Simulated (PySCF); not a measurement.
A geometry optimisation, step by step.

Compound: C4H4N2.
SMILES with atom numbers: `[CH3:1][C@H:2]1[N:3]=[C:4]1[C:5]#[N:6]` (hydrogens: H7, H8, H9 on C1; H10 on C2)

Computed by this run: PBE0-D3(BJ)/def2-SVP geometry optimisation, gas phase in PySCF 2.14.0; density fitting, grid level 1; the optimiser is geomeTRIC in internal coordinates, started from a GFN2-xTB structure with every atom displaced at random (about 0.01 Å). The frame can shift and turn from step to step; on so coarse a grid that alone can change the energy by a few meV, and forces under 0.02 eV/Å are noise.

Step 0: E = -7176.3634 eV, largest atomic force 5.740 eV/Å
```
atom  x, y, z in Å  |  force x, y, z in eV/Å
C1     -1.348    0.372   -0.181   -0.287   0.950  -0.067
C2     -0.301   -0.658   -0.266    1.680   0.339   0.146
N3      0.527   -0.753   -1.487    1.445   0.600   0.960
C4      1.149   -0.282   -0.452   -4.941  -2.167  -1.957
C5      2.253    0.229    0.110    1.927   0.717   0.331
N6      3.182    0.680    0.630    0.628   0.330   0.462
H7     -1.547    0.663    0.854   -0.087  -0.069   0.297
H8     -2.277    0.023   -0.622   -0.508  -0.235  -0.153
H9     -1.075    1.297   -0.712    0.125  -0.074  -0.065
H10    -0.514   -1.592    0.252    0.020  -0.391   0.046
```

Step 1: E = -7176.5798 eV, largest atomic force 1.123 eV/Å
```
atom  x, y, z in Å  |  force x, y, z in eV/Å
C1     -1.403    0.343   -0.324   -0.014   0.008  -0.070
C2     -0.282   -0.657   -0.305   -0.293   0.022   0.284
N3      0.782   -0.655   -1.386   -0.437  -0.060  -0.012
C4      1.095   -0.243   -0.239    1.095   0.155  -0.197
C5      2.268    0.285    0.360   -0.603  -0.141   0.005
N6      3.205    0.732    0.871    0.258   0.104   0.144
H7     -1.730    0.556    0.706   -0.029  -0.018   0.003
H8     -2.273   -0.028   -0.885    0.021  -0.053  -0.014
H9     -1.080    1.290   -0.776    0.019   0.021  -0.035
H10    -0.529   -1.644    0.112   -0.016  -0.038  -0.110
```

Step 2: E = -7176.6011 eV, largest atomic force 0.422 eV/Å
```
atom  x, y, z in Å  |  force x, y, z in eV/Å
C1     -1.416    0.340   -0.326    0.070   0.095   0.143
C2     -0.276   -0.634   -0.278   -0.021   0.010   0.028
N3      0.749   -0.610   -1.389   -0.055  -0.144   0.203
C4      1.121   -0.238   -0.241    0.232   0.143  -0.323
C5      2.296    0.271    0.362   -0.237  -0.019   0.032
N6      3.239    0.701    0.881    0.021  -0.005   0.037
H7     -1.764    0.567    0.694   -0.046   0.013  -0.014
H8     -2.267   -0.073   -0.888    0.037  -0.043  -0.013
H9     -1.112    1.284   -0.801    0.003  -0.013   0.001
H10    -0.519   -1.630    0.119   -0.004  -0.038  -0.095
```

Step 3: E = -7176.6106 eV, largest atomic force 0.240 eV/Å
```
atom  x, y, z in Å  |  force x, y, z in eV/Å
C1     -1.403    0.346   -0.315   -0.019  -0.017  -0.013
C2     -0.276   -0.644   -0.279    0.176   0.090   0.085
N3      0.740   -0.641   -1.395    0.031   0.041   0.051
C4      1.125   -0.239   -0.262   -0.137  -0.116  -0.159
C5      2.279    0.285    0.356    0.061   0.032   0.051
N6      3.208    0.725    0.895   -0.109  -0.043  -0.025
H7     -1.758    0.574    0.703    0.010  -0.017  -0.016
H8     -2.249   -0.069   -0.882   -0.031   0.031  -0.014
H9     -1.090    1.286   -0.792   -0.008  -0.019   0.011
H10    -0.525   -1.644    0.104    0.026   0.017   0.028
```

Step 4: E = -7176.6129 eV, largest atomic force 0.086 eV/Å
```
atom  x, y, z in Å  |  force x, y, z in eV/Å
C1     -1.402    0.344   -0.314    0.003  -0.016  -0.029
C2     -0.270   -0.640   -0.280    0.009  -0.005   0.072
N3      0.740   -0.645   -1.401    0.020   0.014  -0.044
C4      1.128   -0.239   -0.272   -0.058  -0.021  -0.060
C5      2.275    0.286    0.355    0.057   0.019   0.023
N6      3.196    0.725    0.906   -0.037  -0.009   0.008
H7     -1.754    0.574    0.703    0.007  -0.010   0.002
H8     -2.251   -0.072   -0.878   -0.003   0.016  -0.005
H9     -1.095    1.284   -0.795   -0.002   0.008   0.006
H10    -0.514   -1.638    0.110    0.005   0.003   0.028
```

Step 5: E = -7176.6138 eV, largest atomic force 0.074 eV/Å
```
atom  x, y, z in Å  |  force x, y, z in eV/Å
C1     -1.397    0.341   -0.314   -0.023  -0.025   0.004
C2     -0.266   -0.644   -0.279   -0.073   0.002   0.009
N3      0.736   -0.647   -1.410    0.037  -0.017  -0.031
C4      1.127   -0.240   -0.284    0.027   0.015  -0.016
C5      2.266    0.292    0.351    0.019  -0.005  -0.015
N6      3.175    0.736    0.917    0.017   0.014   0.025
H7     -1.745    0.571    0.705   -0.010   0.002   0.009
H8     -2.250   -0.069   -0.876    0.006   0.000   0.000
H9     -1.089    1.281   -0.794    0.007   0.004   0.008
H10    -0.505   -1.641    0.118   -0.007   0.009   0.008
```

Step 6: E = -7176.6141 eV, largest atomic force 0.045 eV/Å
```
atom  x, y, z in Å  |  force x, y, z in eV/Å
C1     -1.400    0.339   -0.314    0.015   0.006  -0.013
C2     -0.264   -0.642   -0.281   -0.034  -0.027   0.011
N3      0.740   -0.652   -1.413   -0.004  -0.004  -0.019
C4      1.130   -0.238   -0.289   -0.003   0.027   0.018
C5      2.268    0.295    0.349    0.007  -0.009  -0.019
N6      3.173    0.739    0.922    0.013   0.010   0.013
H7     -1.747    0.566    0.705   -0.003  -0.004   0.002
H8     -2.252   -0.073   -0.877    0.009  -0.006  -0.003
H9     -1.094    1.281   -0.793    0.000   0.006   0.007
H10    -0.501   -1.636    0.123    0.002   0.000   0.003
```

Step 7: E = -7176.6142 eV, largest atomic force under 0.02 eV/Å
```
atom  x, y, z in Å  |  force x, y, z in eV/Å
C1     -1.400    0.337   -0.314    0.006   0.004  -0.004
C2     -0.264   -0.643   -0.279    0.001  -0.006   0.003
N3      0.739   -0.651   -1.413   -0.006  -0.003  -0.003
C4      1.130   -0.237   -0.289   -0.007   0.013   0.009
C5      2.269    0.298    0.347    0.004  -0.004  -0.009
N6      3.173    0.744    0.921    0.000   0.002   0.002
H7     -1.750    0.562    0.705   -0.003  -0.005  -0.001
H8     -2.250   -0.075   -0.879    0.003  -0.002  -0.004
H9     -1.095    1.280   -0.790    0.000   0.002   0.005
H10    -0.500   -1.637    0.125    0.003  -0.001   0.002
```

**Question.** Summarise the path.

**Answer.** The energy falls by 5.78 kcal/mol from step 0 to step 7; nine tenths of that is first reached at step 2. It falls at every step. The largest force goes from 5.740 to under 0.02 eV/Å. Among the bonds C4–C5 changes most, from 1.340 to 1.410 Å; the atoms move by 0.069 Å rms after alignment.

The cost below is that of the whole optimisation. The run took 29 s of wall time on an Arm Neoverse V1 with one thread, no GPU (shared host), and the process peaked at 0.41 GiB of memory.
